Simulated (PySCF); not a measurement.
## Two probes of the same atoms: core binding energy and nuclear shielding

1-piperideine, C5H9N.
Bonds: C1–N2 (double), N2–C3, C3–C4, C4–C5, C5–C6, C1–C6. Hydrogens: H7 on C1; H8, H9 on C3; H10, H11 on C4; H12, H13 on C5; H14, H15 on C6.

Binding energies: delta-SCF UKS SCAN, pcX-2 on the ionised atom, pcseg-1 elsewhere, spin-free X2C (PySCF). Shieldings: GIAO PBE0/pcSseg-1, non-relativistic, same geometry.

```json
{"atom": "C1", "C 1s (eV)": "291.28"}
{"atom": "C3", "C 1s (eV)": "291.10"}
{"atom": "C4", "C 1s (eV)": "290.51"}
{"atom": "C5", "C 1s (eV)": "290.68"}
{"atom": "C6", "C 1s (eV)": "290.73"}
```

**Question.** What are the absolute isotropic shieldings of these atoms?

**Answer.** 
```
atom                   environment  C 1s (eV)  isotropic shielding (ppm)
  C4               ring CH2 carbon     290.51                      160.8
  C5               ring CH2 carbon     290.68                      164.2
  C6               ring CH2 carbon     290.73                      154.7
  C3  sp3 carbon bound to nitrogen     291.10                      133.9
  C1                  imine carbon     291.28                       21.5
```

**Question.** Among the listed atoms, is the one with the highest binding energy also the least shielded?

**Answer.** Yes: C1 has both (291.28 eV, 21.5 ppm).

By binding energy: C4 < C5 ≈ C6 < C3 < C1. By shielding: C1 < C3 < C6 < C4 < C5.

Geometry: GFN2-xTB, one conformer, isolated molecule.
